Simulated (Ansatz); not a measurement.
# SiF₂: how energies converge with the basis set

One table from this session's results is given with a row withheld; the runs are named, their logs left out.

Program: Ansatz 0.2.0, Gaussian basis. Level of theory: one geometry, several basis sets. These are calculated values, not measurements.

The runs, in order: PBE0-D4/def2-SVP; ωB97M-V/def2-SVP; PBE0-D4/def2-QZVPP; ωB97M-V/def2-QZVPP; CCSD(T)/cc-pV(D+d)Z; CCSD(T)/cc-pV(T+d)Z; CCSD(T)/cc-pV(Q+d)Z; the functionals' def2-TZVPP values are taken from earlier runs.

## The geometry

An earlier PBE0-D4 in a triple-zeta def2 set relaxation fixed the geometry.

3 atoms, charge 0, spin multiplicity 1.

Atoms are counted from 1 here; the program's logs count them from 0.

Bond lengths: F1–Si2 1.601 Å, Si2–F3 1.601 Å. Angles: F1–Si2–F3 100.6°.

Geometry (Å):

```xyz
3
charge 0, multiplicity 1
F     0.1663    1.2468    0.2294
Si   -0.5949   -0.0464   -0.3301
F     0.4286   -1.2004    0.1007
```

Set-up of the first run:

Contents of in.yaml:

```yaml
crystal:
  periodic: [false, false, false]
  atoms:
    - {symbol: F, position_ang: [0.166332, 1.246764, 0.229357]}
    - {symbol: Si, position_ang: [-0.594911, -0.046399, -0.330074]}
    - {symbol: F, position_ang: [0.428580, -1.200354, 0.100717]}
basis:
  gaussian: {orbitals: def2-SVP}
hamiltonian: {xc: pbe0, dispersion: d4}
output: {orbitals: {seedname: orbitals}}
```

Run with:

```
ansatz run in.yaml --threads 2 --pin off --events-out ev --progress --plain --max-ram 32768MiB --backend cpu
```

Among the steps run: PBE0-D4 in def2-SVP; ωB97M-V in def2-SVP; PBE0-D4 in def2-QZVPP; ωB97M-V in def2-QZVPP.

One of the session's tables, all rows but one given; the rest of the session is left out.

| functional | basis | HOMO (eV) | LUMO (eV) |
| --- | --- | --- | --- |
| PBE0-D4 | def2-SVP | -8.19 | -1.98 |
| PBE0-D4 | def2-TZVPP | -8.30 | -2.13 |
| PBE0-D4 | def2-QZVPP | -8.35 | -2.19 |
| ωB97M-V | def2-SVP | -10.34 | 0.22 |
| ωB97M-V | def2-TZVPP | -10.49 | -0.05 |
| ωB97M-V | def2-QZVPP | ? | ? |

Estimate the missing values for ωB97M-V, def2-QZVPP.

The run gave: HOMO (eV): -10.54; LUMO (eV): -0.19. In the column «HOMO (eV)» it is the lowest.
